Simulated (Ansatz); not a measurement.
# CHNSi+ (quartet): wave-function methods side by side, cc-pVDZ

One table from this session's results is given with a row withheld; the runs are named, their logs left out.

Method: cc-pVDZ, core rule «outside noble gas», up to 7 orbitals frozen; program: Ansatz 0.2.0, Gaussian basis.

The runs, in order: UHF; CCSD(T) on ROHF; CCSD(T) on UHF; BCCD(T) on ROHF; CISD; CCSDT(Q) on ROHF; CCSDT(Q) on UHF.

29 further runs of the same task are left out: 12 that didn't finish, 17 set aside as unsound or not needed.

### The geometry

The geometry is a PBE0/def2-TZVP stationary point (not a proven minimum) of the parent state, kept for this charge and spin.

4 atoms, charge 1, spin multiplicity 4.

Atoms are counted from 1 here; the program's logs count them from 0.

Bond lengths: C1–N2 1.210 Å, C1–H4 1.080 Å, N2–Si3 1.677 Å. Angles: N2–C1–H4 141.6°, C1–N2–Si3 175.8°.

The first run:

in.yaml

```yaml
crystal:
  periodic: [false, false, false]
  atoms:
    - {symbol: C, position_ang: [0.000003, -0.203741, 0.797438]}
    - {symbol: N, position_ang: [-0.000006, -0.103756, -0.408858]}
    - {symbol: Si, position_ang: [0.000001, -0.087034, -2.085648]}
    - {symbol: H, position_ang: [0.000003, 0.394532, 1.697068]}
basis:
  gaussian: {orbitals: cc-pVDZ}
total_charge: 1
magnetization: {spin_polarized: true, initial_magnetization: 3}
hamiltonian: {xc: hf}
output: {orbitals: {seedname: orbitals}}
```

Run with:

```
ansatz run in.yaml --threads 1 --pin off --events-out ev --progress --plain --max-ram 2393MiB
```

Steps of the session up to this table: UHF; CCSD(T) on ROHF; CCSD(T) on UHF; BCCD(T) on ROHF; CISD; CCSDT(Q) on ROHF; CCSDT(Q) on UHF.

One table of the session follows, with a row left open; its other results are not shown here.

```
   method  from UCCSDT(Q) (kJ/mol)
     ROHF                   +949.9
      UHF                   +887.8
     RMP2                    +89.3
     UMP2                   +156.9
     CISD                   +137.9
    RCCSD                    +50.4
    UCCSD                    +46.9
 RCCSD(T)                     +7.5
 UCCSD(T)                     +9.8
  BCCD(T)                     +7.6
   RCCSDT                     +5.3
   UCCSDT                        ?
RCCSDT(Q)                     +0.3
UCCSDT(Q)                        0
```

Estimate the missing values for UCCSDT.

The run gave: from UCCSDT(Q) (kJ/mol): +4.6. In the column «from UCCSDT(Q) (kJ/mol)» it lies between RCCSDT(Q) (+0.3) and RCCSDT (+5.3).

Limits of these values: Restricted and unrestricted rows rest on different reference determinants; where their highest levels disagree by more than a few hundredths of an eV, they describe different states and don't form one ladder.
